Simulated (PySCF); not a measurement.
**1,2,3-trifluoropropane (C₃H₅F₃): NMR shifts at several levels of theory**

Aim: compute the NMR shifts of 1,2,3-trifluoropropane (C₃H₅F₃) (`FCC(F)CF`) at several levels, and see how far they spread and what each costs.

The runs use PySCF 2.14.0, with density-fitted response routines of our own; the level of theory stands in each step. All values are computed, except where a source is named. Atoms are numbered from 0 throughout.

## Step 1: Starting geometry

11 atoms, charge 0, multiplicity 1; geometry from: GFN2-xTB.

Bonds of the start (Å): F0–C1 1.37, C1–C2 1.53, C2–F3 1.38, C2–C4 1.53, C4–F5 1.37, C1–H6 1.09, C1–H7 1.09, C2–H8 1.10, C4–H9 1.09, C4–H10 1.09.

## Step 2: Relaxing the molecule at PBE0-D3(BJ)/def2-SVP

Job settings and geometry (Å):

```
{"job": {"xc": "PBE0", "basis": "def2-SVP", "d3": "d3bj", "grid": 1, "kind": "geom"}, "charge": 0, "multiplicity": 1}
F     -1.172594     1.531226    -0.326393
C     -1.256311     0.166303    -0.276904
C     -0.051919    -0.431160     0.448118
F     -0.135336    -0.166989     1.795256
C      1.280810     0.114420    -0.069455
F      1.548401    -0.447442    -1.288000
H     -1.282857    -0.195588    -1.308959
H     -2.181805    -0.082516     0.250329
H     -0.077953    -1.523709     0.340581
H      2.092459    -0.161620     0.610567
H      1.242530     1.199744    -0.201105
```

Output:

```text
step   0  E = -416.09938161  max force = 0.010939
step   1  E = -416.09972463  max force = 0.009885
step   2  E = -416.10122137  max force = 0.003965
step   3  E = -416.10135481  max force = 0.002290
step   4  E = -416.10137205  max force = 0.000488
step   5  E = -416.10138054  max force = 0.000533
step   6  E = -416.10138667  max force = 0.000732
step   7  E = -416.10139216  max force = 0.000447
optimisation converged
```

It took 30 s on 1 thread, shared host.

The steps of the relaxation:

```csv
step,energy from step 0 (eV),largest force component (eV/Å)
0,0.0000,0.5625
1,-0.0093,0.5083
2,-0.0501,0.2039
3,-0.0537,0.1178
4,-0.0542,0.0251
5,-0.0544,0.0274
6,-0.0546,0.0376
7,-0.0547,0.0230
```

Distances of close pairs at the start and the end, largest changes first:

```csv
bond,before (Å),after (Å),change (Å)
C1–C2,1.527,1.506,-0.021
C2–C4,1.530,1.516,-0.014
C1–H7,1.094,1.103,+0.009
C1–H6,1.094,1.103,+0.009
C4–H10,1.094,1.102,+0.008
C2–H8,1.098,1.106,+0.007
C4–H9,1.094,1.102,+0.007
C4–F5,1.368,1.370,+0.002
```

The next job starts from the end point, and lists it.

| at the end point | value |
| --- | --- |
| point group (found at 0.08 Å tolerance) | C1 |
| rotational constants (GHz, main isotopes) | 4.209, 2.939, 2.068 |
| dipole moment (D) | 1.50 |

## Step 3: Shielding tensors: PBE0/STO-3G

Job settings and geometry (Å):

```
{"job": {"kind": "nmr", "xc": "PBE0", "basis": "STO-3G", "pop": true}, "charge": 0, "multiplicity": 1}
F      0.327015     1.732568    -0.846858
C     -0.497098     0.647824    -0.987382
C     -0.518792    -0.173249     0.275079
F     -1.124285     0.531368     1.289166
C      0.865212    -0.558110     0.760460
F      1.465851    -1.348568    -0.183474
H     -0.131071     0.020525    -1.817130
H     -1.516815     0.999449    -1.216346
H     -1.108623    -1.087461     0.078529
H      0.785268    -1.109075     1.711123
H      1.465034     0.352736     0.915358
```

With the program's defaults for keys left out, this is: GIAO PBE0/STO-3G NMR shielding, non-relativistic, gas phase.

Output:

```text
coarse grid: 9616 points
cycle   1  E = -410.5990505815  dE =  7.375e-01  |g| = 5.788e-01  |ddm| = 4.030e+00
cycle   2  E = -410.6053365676  dE = -6.286e-03  |g| = 6.467e-01  |ddm| = 1.728e+00
cycle   3  E = -410.7286429841  dE = -1.233e-01  |g| = 2.844e-02  |ddm| = 8.484e-01
cycle   4  E = -410.7289438190  dE = -3.008e-04  |g| = 1.067e-02  |ddm| = 6.571e-02
cycle   5  E = -410.7289781447  dE = -3.433e-05  |g| = 3.085e-03  |ddm| = 1.714e-02
cycle   6  E = -410.7289810819  dE = -2.937e-06  |g| = 2.043e-04  |ddm| = 4.092e-03
final grid: 95296 points
cycle   7  E = -410.6867578321  dE = -7.450e-06  |g| = 5.030e-03  |ddm| = 1.353e-02
cycle   8  E = -410.6867581148  dE = -2.827e-07  |g| = 4.940e-03  |ddm| = 1.260e-02
cycle   9  E = -410.6867654685  dE = -7.354e-06  |g| = 9.501e-05  |ddm| = 6.271e-03
cycle  10  E = -410.6867654711  dE = -2.649e-09  |g| = 3.454e-05  |ddm| = 1.746e-04
cycle  11  E = -410.6867654715  dE = -3.681e-10  |g| = 4.469e-06  |ddm| = 4.814e-05
converged SCF energy = -410.6867654715

GIAO shielding tensors (ppm)
atom      isotropic    diamagn.    paramagn.     s11        s22        s33       span
  0 F      456.534     453.613       2.922    410.304    474.358    484.940     74.636
  1 C      177.970     248.122     -70.152    152.423    164.585    216.901     64.477
  2 C      174.370     248.137     -73.767    152.082    161.190    209.838     57.756
  3 F      441.216     453.943     -12.727    411.626    450.523    461.498     49.872
  4 C      177.824     248.325     -70.501    152.769    163.137    217.565     64.796
  5 F      454.948     453.559       1.389    413.360    469.246    482.238     68.878
  6 H       30.501      30.284       0.217     26.015     29.042     36.445     10.430
  7 H       30.401      29.293       1.108     25.862     28.235     37.107     11.245
  8 H       30.582      30.946      -0.364     26.897     28.293     36.557      9.660
  9 H       30.410      29.368       1.042     25.795     28.611     36.824     11.029
 10 H       30.293      30.366      -0.073     25.878     29.511     35.490      9.612
```

Run time: 2.3 s. Hardware: 1 thread, shared host.

Shifts follow as δ = σ(reference) − σ, with reference shieldings (ppm) from runs at the same level and on the same kind of geometry: ¹H TMS 32.60, ¹³C TMS 234.7, ¹⁹F CFCl3 304.4. The references are single molecules in the gas phase, so shifts against H2O, NH3, PH3, H3PO4 or CFCl3 are not on the usual liquid scales and can be off by tens of ppm. Atoms listed in one row are averaged.

| atoms | environment | σ (ppm) | δ (ppm) |
| --- | --- | --- | --- |
| C2 | sp3 CH bonded to F | 174.4 | 60.3 |
| C1, C4 | sp3 CH2 bonded to F | 177.9 | 56.8 |
| H7, H10 | hydrogen on an sp3 CH2 bonded to F | 30.35 | 2.26 |
| H6, H9 | hydrogen on an sp3 CH2 bonded to F | 30.46 | 2.15 |
| H8 | hydrogen on an sp3 CH bonded to F | 30.58 | 2.02 |
| F3 | fluorine on an sp3 carbon | 441.2 | -136.8 |
| F0, F5 | fluorine on an sp3 carbon | 455.7 | -151.3 |

The run also stored atomic charges by several schemes (e):

| atoms | Mulliken | IAO | Hirshfeld | ESP fit |
| --- | --- | --- | --- | --- |
| F0, F5 | -0.11 | -0.14 | -0.08 | -0.09 |
| C1, C4 | -0.05 | -0.11 | 0.05 | -0.08 |
| C2 | 0.03 | 0.00 | 0.07 | 0.20 |
| F3 | -0.11 | -0.14 | -0.09 | -0.15 |

Mayer bond orders: F0–C1 1.02, C1–C2 0.95, C2–F3 1.00, C2–C4 0.95, C4–F5 1.02.

## Step 4: Shielding tensors: PBE0/6-31G

Settings changed since step 3:

```diff
@@ -1,2 +1,2 @@
-{"job": {"kind": "nmr", "xc": "PBE0", "basis": "STO-3G", "pop": true}, "charge": 0, "multiplicity": 1}
+{"job": {"kind": "nmr", "xc": "PBE0", "basis": "6-31G", "pop": true}, "charge": 0, "multiplicity": 1}
 F      0.327015     1.732568    -0.846858
```

Method: GIAO PBE0/6-31G NMR shielding, non-relativistic, gas phase.

Output:

```text
coarse grid: 9616 points
cycle   1  E = -416.2110632923  dE =  7.406e-01  |g| = 7.489e-01  |ddm| = 2.904e+00
cycle   2  E = -416.0989946164  dE =  1.121e-01  |g| = 1.140e+00  |ddm| = 1.650e+00
cycle   3  E = -416.3119698929  dE = -2.130e-01  |g| = 3.047e-02  |ddm| = 9.892e-01
cycle   4  E = -416.3120857609  dE = -1.159e-04  |g| = 2.236e-02  |ddm| = 5.036e-02
cycle   5  E = -416.3121903415  dE = -1.046e-04  |g| = 4.431e-03  |ddm| = 2.173e-02
cycle   6  E = -416.3121936625  dE = -3.321e-06  |g| = 9.535e-04  |ddm| = 4.540e-03
final grid: 95296 points
cycle   7  E = -416.3067608756  dE = -1.594e-05  |g| = 8.941e-03  |ddm| = 1.538e-02
cycle   8  E = -416.3067458832  dE =  1.499e-05  |g| = 1.298e-02  |ddm| = 1.747e-02
cycle   9  E = -416.3067767493  dE = -3.087e-05  |g| = 5.945e-04  |ddm| = 1.010e-02
cycle  10  E = -416.3067768315  dE = -8.219e-08  |g| = 8.224e-05  |ddm| = 6.436e-04
cycle  11  E = -416.3067768326  dE = -1.078e-09  |g| = 4.591e-05  |ddm| = 9.683e-05
cycle  12  E = -416.3067768329  dE = -3.436e-10  |g| = 5.580e-06  |ddm| = 3.764e-05
converged SCF energy = -416.3067768329

GIAO shielding tensors (ppm)
atom      isotropic    diamagn.    paramagn.     s11        s22        s33       span
  0 F      444.425     470.786     -26.361    412.881    450.409    469.984     57.103
  1 C      122.247     242.140    -119.892     94.253    104.987    167.502     73.249
  2 C      113.804     241.783    -127.980     86.340     98.375    156.697     70.357
  3 F      411.502     469.895     -58.392    376.083    422.592    435.833     59.750
  4 C      125.761     242.428    -116.666     92.714    100.932    183.638     90.925
  5 F      441.753     470.892     -29.139    410.558    438.856    475.844     65.286
  6 H       27.953      27.532       0.420     24.884     27.339     31.635      6.752
  7 H       27.910      27.750       0.160     23.800     27.467     32.464      8.664
  8 H       28.231      28.502      -0.271     25.489     27.797     31.405      5.916
  9 H       28.172      27.924       0.248     24.231     28.437     31.847      7.616
 10 H       27.612      27.406       0.207     25.027     27.509     30.301      5.274
```

Run time: 4.4 s. Hardware: 1 thread, shared host.

Key values: δ C2 85.7, C1 75.5, F3 -234.1, F0 -265.7, H7 4.85, H6 4.55 ppm (means over like atoms).

## Step 5: Shielding tensors: PBE0/6-31G*

Settings changed since step 4:

```diff
@@ -1,2 +1,2 @@
-{"job": {"kind": "nmr", "xc": "PBE0", "basis": "6-31G", "pop": true}, "charge": 0, "multiplicity": 1}
+{"job": {"kind": "nmr", "xc": "PBE0", "basis": "6-31G*", "pop": true}, "charge": 0, "multiplicity": 1}
 F      0.327015     1.732568    -0.846858
```

Level: GIAO PBE0/6-31G* NMR shielding, non-relativistic, gas phase.

Output:

```text
coarse grid: 9616 points
cycle   1  E = -416.3084865090  dE =  6.318e-01  |g| = 7.568e-01  |ddm| = 2.869e+00
cycle   2  E = -416.2137469526  dE =  9.474e-02  |g| = 1.091e+00  |ddm| = 1.301e+00
cycle   3  E = -416.4021181491  dE = -1.884e-01  |g| = 5.477e-02  |ddm| = 8.153e-01
cycle   4  E = -416.4026925021  dE = -5.744e-04  |g| = 2.333e-02  |ddm| = 6.422e-02
cycle   5  E = -416.4028091143  dE = -1.166e-04  |g| = 5.514e-03  |ddm| = 2.300e-02
cycle   6  E = -416.4028132028  dE = -4.088e-06  |g| = 2.284e-03  |ddm| = 4.991e-03
final grid: 95296 points
cycle   7  E = -416.3967018870  dE = -2.401e-05  |g| = 9.493e-03  |ddm| = 1.575e-02
cycle   8  E = -416.3966850054  dE =  1.688e-05  |g| = 1.391e-02  |ddm| = 1.610e-02
cycle   9  E = -416.3967189468  dE = -3.394e-05  |g| = 5.502e-04  |ddm| = 9.184e-03
cycle  10  E = -416.3967190111  dE = -6.434e-08  |g| = 1.642e-04  |ddm| = 6.400e-04
cycle  11  E = -416.3967190166  dE = -5.438e-09  |g| = 3.124e-05  |ddm| = 1.499e-04
cycle  12  E = -416.3967190167  dE = -1.420e-10  |g| = 1.576e-05  |ddm| = 3.202e-05
converged SCF energy = -416.3967190167

GIAO shielding tensors (ppm)
atom      isotropic    diamagn.    paramagn.     s11        s22        s33       span
  0 F      445.769     470.141     -24.372    412.680    456.020    468.607     55.927
  1 C      116.888     242.832    -125.945     89.537     99.037    162.089     72.553
  2 C      109.384     241.545    -132.161     83.195     93.470    151.486     68.291
  3 F      416.461     469.429     -52.968    385.690    426.621    437.073     51.383
  4 C      120.121     243.113    -122.992     88.770     94.875    176.719     87.949
  5 F      442.804     470.116     -27.312    410.061    445.295    473.056     62.994
  6 H       27.475      27.962      -0.487     24.535     27.091     30.797      6.262
  7 H       27.305      27.408      -0.103     23.282     27.002     31.632      8.351
  8 H       27.644      28.343      -0.698     24.876     27.811     30.245      5.369
  9 H       27.564      27.597      -0.034     23.828     28.040     30.823      6.994
 10 H       27.198      28.049      -0.851     24.885     27.328     29.380      4.495
```

It took 6.3 s on 1 thread, shared host.

Key values: δ C2 84.8, C1 75.6, F3 -217.6, F0 -245.4, H7 4.71, H6 4.44 ppm (means over like atoms).

## Step 6: Nuclear shieldings: PBE0/6-311+G(2d,p)

Settings changed since step 5:

```diff
@@ -1,2 +1,2 @@
-{"job": {"kind": "nmr", "xc": "PBE0", "basis": "6-31G*", "pop": true}, "charge": 0, "multiplicity": 1}
+{"job": {"kind": "nmr", "xc": "PBE0", "basis": "6-311+G(2d,p)", "pop": true}, "charge": 0, "multiplicity": 1}
 F      0.327015     1.732568    -0.846858
```

With the program's defaults for keys left out, this is: GIAO PBE0/6-311+G(2d,p) NMR shielding, non-relativistic, gas phase.

Output:

```text
coarse grid: 9616 points
cycle   1  E = -416.4569392193  dE =  6.327e-01  |g| = 7.185e-01  |ddm| = 2.567e+00
cycle   2  E = -416.3568656355  dE =  1.001e-01  |g| = 1.105e+00  |ddm| = 1.087e+00
cycle   3  E = -416.5358980941  dE = -1.790e-01  |g| = 5.228e-02  |ddm| = 6.753e-01
cycle   4  E = -416.5362977058  dE = -3.996e-04  |g| = 1.845e-02  |ddm| = 4.438e-02
cycle   5  E = -416.5363491900  dE = -5.148e-05  |g| = 9.350e-03  |ddm| = 1.724e-02
cycle   6  E = -416.5363616380  dE = -1.245e-05  |g| = 1.848e-03  |ddm| = 5.630e-03
cycle   7  E = -416.5363622327  dE = -5.947e-07  |g| = 2.579e-04  |ddm| = 1.407e-03
final grid: 95296 points
cycle   8  E = -416.5516655452  dE = -6.288e-05  |g| = 7.132e-03  |ddm| = 3.957e-02
cycle   9  E = -416.5516588667  dE =  6.679e-06  |g| = 9.708e-03  |ddm| = 1.011e-02
cycle  10  E = -416.5516762646  dE = -1.740e-05  |g| = 1.117e-03  |ddm| = 5.501e-03
cycle  11  E = -416.5516764450  dE = -1.804e-07  |g| = 3.137e-04  |ddm| = 9.249e-04
cycle  12  E = -416.5516764608  dE = -1.582e-08  |g| = 4.204e-05  |ddm| = 2.200e-04
cycle  13  E = -416.5516764610  dE = -1.758e-10  |g| = 2.669e-05  |ddm| = 4.757e-05
converged SCF energy = -416.5516764610

GIAO shielding tensors (ppm)
atom      isotropic    diamagn.    paramagn.     s11        s22        s33       span
  0 F      440.596     463.214     -22.618    410.572    444.906    466.309     55.737
  1 C      106.989     243.250    -136.261     77.078     86.637    157.252     80.174
  2 C       97.845     242.547    -144.701     70.077     82.073    141.386     71.308
  3 F      404.555     463.658     -59.103    366.710    413.361    433.593     66.883
  4 C      110.313     243.167    -132.854     77.539     81.787    171.613     94.074
  5 F      434.227     463.039     -28.811    407.323    426.529    468.830     61.507
  6 H       26.916      28.646      -1.731     24.016     26.536     30.196      6.180
  7 H       26.842      28.232      -1.390     22.753     26.489     31.283      8.530
  8 H       27.085      29.111      -2.026     24.376     27.158     29.722      5.345
  9 H       27.104      28.403      -1.299     23.514     27.381     30.418      6.903
 10 H       26.774      28.508      -1.733     24.472     26.992     28.859      4.387
```

Run time: 16 s. Hardware: 1 thread, shared host.

In short: δ C2 88.6, C1 77.8, F3 -229.8, F0 -262.7, H7 4.70, H6 4.50 ppm (means over like atoms).

## Step 7: Nuclear shieldings: PBE0/def2-SVP

Settings changed since step 6:

```diff
@@ -1,2 +1,2 @@
-{"job": {"kind": "nmr", "xc": "PBE0", "basis": "6-311+G(2d,p)", "pop": true}, "charge": 0, "multiplicity": 1}
+{"job": {"kind": "nmr", "xc": "PBE0", "basis": "def2-SVP", "pop": true}, "charge": 0, "multiplicity": 1}
 F      0.327015     1.732568    -0.846858
```

Level: GIAO PBE0/def2-SVP NMR shielding, non-relativistic, gas phase.

Output:

```text
coarse grid: 9616 points
cycle   1  E = -415.9487163532  dE =  5.917e-01  |g| = 7.400e-01  |ddm| = 3.198e+00
cycle   2  E = -415.8566871797  dE =  9.203e-02  |g| = 1.061e+00  |ddm| = 1.500e+00
cycle   3  E = -416.0382984958  dE = -1.816e-01  |g| = 5.233e-02  |ddm| = 9.367e-01
cycle   4  E = -416.0387951257  dE = -4.966e-04  |g| = 1.946e-02  |ddm| = 5.617e-02
cycle   5  E = -416.0388707391  dE = -7.561e-05  |g| = 6.373e-03  |ddm| = 2.188e-02
cycle   6  E = -416.0388766874  dE = -5.948e-06  |g| = 1.981e-03  |ddm| = 5.807e-03
final grid: 95296 points
cycle   7  E = -416.0957925949  dE = -2.570e-05  |g| = 7.972e-03  |ddm| = 2.078e-02
cycle   8  E = -416.0957812239  dE =  1.137e-05  |g| = 1.148e-02  |ddm| = 1.473e-02
cycle   9  E = -416.0958049328  dE = -2.371e-05  |g| = 5.534e-04  |ddm| = 8.719e-03
cycle  10  E = -416.0958049954  dE = -6.259e-08  |g| = 1.658e-04  |ddm| = 7.236e-04
cycle  11  E = -416.0958050009  dE = -5.556e-09  |g| = 2.567e-05  |ddm| = 1.562e-04
cycle  12  E = -416.0958050010  dE = -8.208e-11  |g| = 1.511e-05  |ddm| = 3.413e-05
converged SCF energy = -416.0958050010

GIAO shielding tensors (ppm)
atom      isotropic    diamagn.    paramagn.     s11        s22        s33       span
  0 F      449.638     471.024     -21.386    411.480    461.386    476.048     64.567
  1 C      116.569     244.017    -127.448     87.061     98.398    164.249     77.188
  2 C      107.719     247.883    -140.163     79.582     91.636    151.939     72.357
  3 F      420.754     469.171     -48.416    387.443    430.199    444.621     57.177
  4 C      119.688     243.836    -124.149     86.818     93.708    178.537     91.719
  5 F      447.250     471.078     -23.827    409.639    452.822    479.291     69.652
  6 H       27.059      29.451      -2.392     24.056     26.605     30.518      6.461
  7 H       26.834      28.131      -1.297     22.878     26.421     31.204      8.326
  8 H       27.277      30.452      -3.175     24.574     27.287     29.971      5.398
  9 H       27.133      28.338      -1.205     23.536     27.407     30.456      6.920
 10 H       26.790      29.497      -2.707     24.442     26.966     28.962      4.520
```

Wall time 7 s (1 thread, shared host).

In short: δ C2 86.0, C1 75.6, F3 -206.1, F0 -233.8, H7 4.53, H6 4.25 ppm (means over like atoms).

## Step 8: Shielding tensors: PBE0/def2-TZVP

Settings changed since step 7:

```diff
@@ -1,2 +1,2 @@
-{"job": {"kind": "nmr", "xc": "PBE0", "basis": "def2-SVP", "pop": true}, "charge": 0, "multiplicity": 1}
+{"job": {"kind": "nmr", "xc": "PBE0", "basis": "def2-TZVP", "pop": true}, "charge": 0, "multiplicity": 1}
 F      0.327015     1.732568    -0.846858
```

With the program's defaults for keys left out, this is: GIAO PBE0/def2-TZVP NMR shielding, non-relativistic, gas phase.

Output:

```text
coarse grid: 9616 points
cycle   1  E = -416.5049174691  dE =  6.265e-01  |g| = 7.286e-01  |ddm| = 2.360e+00
cycle   2  E = -416.4053928495  dE =  9.952e-02  |g| = 1.114e+00  |ddm| = 1.169e+00
cycle   3  E = -416.5855802066  dE = -1.802e-01  |g| = 5.216e-02  |ddm| = 7.304e-01
cycle   4  E = -416.5859905310  dE = -4.103e-04  |g| = 2.089e-02  |ddm| = 4.781e-02
cycle   5  E = -416.5860659714  dE = -7.544e-05  |g| = 8.607e-03  |ddm| = 2.041e-02
cycle   6  E = -416.5860763189  dE = -1.035e-05  |g| = 2.114e-03  |ddm| = 5.937e-03
cycle   7  E = -416.5860770605  dE = -7.415e-07  |g| = 2.792e-04  |ddm| = 1.782e-03
final grid: 95296 points
cycle   8  E = -416.5920207784  dE = -8.170e-05  |g| = 7.405e-03  |ddm| = 4.499e-02
cycle   9  E = -416.5920137237  dE =  7.055e-06  |g| = 9.969e-03  |ddm| = 1.052e-02
cycle  10  E = -416.5920319166  dE = -1.819e-05  |g| = 1.154e-03  |ddm| = 5.752e-03
cycle  11  E = -416.5920321038  dE = -1.872e-07  |g| = 3.113e-04  |ddm| = 1.109e-03
cycle  12  E = -416.5920321198  dE = -1.608e-08  |g| = 4.578e-05  |ddm| = 2.850e-04
cycle  13  E = -416.5920321201  dE = -2.257e-10  |g| = 2.685e-05  |ddm| = 5.416e-05
converged SCF energy = -416.5920321201

GIAO shielding tensors (ppm)
atom      isotropic    diamagn.    paramagn.     s11        s22        s33       span
  0 F      440.776     466.940     -26.164    410.118    446.108    466.102     55.984
  1 C      105.310     241.660    -136.350     74.644     84.758    156.529     81.885
  2 C       95.819     241.455    -145.636     67.516     79.580    140.360     72.843
  3 F      404.137     465.416     -61.279    367.923    413.074    431.416     63.493
  4 C      108.563     241.872    -133.310     75.100     79.736    170.853     95.753
  5 F      434.664     466.535     -31.871    405.124    429.129    469.739     64.615
  6 H       26.947      28.900      -1.953     24.001     26.644     30.197      6.196
  7 H       26.866      28.362      -1.497     22.761     26.558     31.278      8.517
  8 H       27.093      29.653      -2.560     24.468     27.206     29.605      5.138
  9 H       27.141      28.493      -1.352     23.616     27.418     30.389      6.773
 10 H       26.824      28.921      -2.097     24.511     27.130     28.833      4.322
```

It took 20 s on 1 thread, shared host.

In short: δ C2 90.8, C1 79.7, F3 -225.3, F0 -258.9, H7 4.64, H6 4.44 ppm (means over like atoms).

## Step 9: Run by run: NMR shifts

Shifts (ppm), means over like atoms, with basis size and wall time:

```
               run    C2    C1    H7    H6    H8      F3      F0  functions   time
       PBE0/STO-3G  60.3  56.8  2.26  2.15  2.02  -136.8  -151.3         35  2.3 s
        PBE0/6-31G  85.7  75.5  4.85  4.55  4.38  -234.1  -265.7         64  4.4 s
       PBE0/6-31G*  84.8  75.6  4.71  4.44  4.32  -217.6  -245.4         94  6.3 s
PBE0/6-311+G(2d,p)  88.6  77.8  4.70  4.50  4.42  -229.8  -262.7        192   16 s
     PBE0/def2-SVP  86.0  75.6  4.53  4.25  4.06  -206.1  -233.8        109    7 s
    PBE0/def2-TZVP  90.8  79.7  4.64  4.44  4.39  -225.3  -258.9        216   20 s
```

## Step 10: Results

| quantity | value |
| --- | --- |
| point group | C1 |
| rotational constants (main isotopes) | 4.21, 2.94, 2.07 GHz |
| ¹³C shifts against TMS (PBE0/STO-3G, means over atoms taken as alike) | 60.3, 56.8 ppm |
| ¹H shifts against TMS (PBE0/STO-3G, means over atoms taken as alike) | 2.26, 2.15, 2.02 ppm |
| ¹⁹F shifts against CFCl3 (PBE0/STO-3G, means over atoms taken as alike) | -136.8, -151.3 ppm |
| range of the shift of F0 | -265.7 to -151.3 ppm |
| property runs in this session | 6, of which 0 failed and 1 gave unsound results |

**Reading.** Single values in the summary come from the first run of each kind that ended normally (PBE0/STO-3G), which need not be the best level. A minimal basis gives no usable values, so read them as a test of settings alone. Relaxing lowered the energy by 0.055 eV in 7 steps; the close pair that moved most is C1–C2, from 1.527 to 1.506 Å. No frequency check was run at this level, so the end point may be a saddle. At PBE0/STO-3G: Shielding is most anisotropic at F0, F5 (span 72 ppm, paramagnetic term 2 ppm). Across the 6 runs the shift of F0 (with its like atoms) moves most, between -265.7 (PBE0/6-31G) and -151.3 ppm (PBE0/STO-3G). A minimal basis is unusable for shieldings, so that end is no result. Most of that comes from the computed reference, not from the atom's own shielding.
